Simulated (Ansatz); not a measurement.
# HN2Si: the cost of one run

Program: Ansatz 0.2.0, Gaussian basis. Level of theory: def2-QZVPP, core rule «outside noble gas», up to 7 orbitals frozen. These are calculated values, not measurements.

Plan: UHF; ROHF; CCSD(T) on UHF.

## 1. What is computed

The geometry is a PBE0/def2-TZVP stationary point (not a proven minimum).

4 atoms, charge 0, spin multiplicity 4.

Atoms are counted from 1 here; the program's logs count them from 0.

Bond lengths: N1–Si2 1.697 Å, Si2–N3 1.697 Å, Si2–H4 1.480 Å. Angles: N1–Si2–N3 124.0°, N1–Si2–H4 118.0°, N3–Si2–H4 118.0°.

## 2. UHF

in.yaml

```yaml
crystal:
  periodic: [false, false, false]
  atoms:
    - {symbol: N, position_ang: [0.000000, -0.431982, 1.498918]}
    - {symbol: Si, position_ang: [0.000000, 0.364687, 0.000000]}
    - {symbol: N, position_ang: [0.000000, -0.431982, -1.498918]}
    - {symbol: H, position_ang: [0.000000, 1.844223, 0.000000]}
basis:
  gaussian: {orbitals: "def2-QZVPP.json"}
magnetization: {spin_polarized: true, initial_magnetization: 3}
hamiltonian: {xc: hf}
output: {orbitals: {seedname: orbitals}}
```

The run is started by

```sh
$ ansatz run in.yaml --threads 1 --pin off --events-out ev --progress --plain --max-ram 2393MiB
```

Q: Estimate wall time and peak memory on 1 thread of Arm Neoverse V1, shared host.

About 18 s, with a peak of 0.5 GiB.
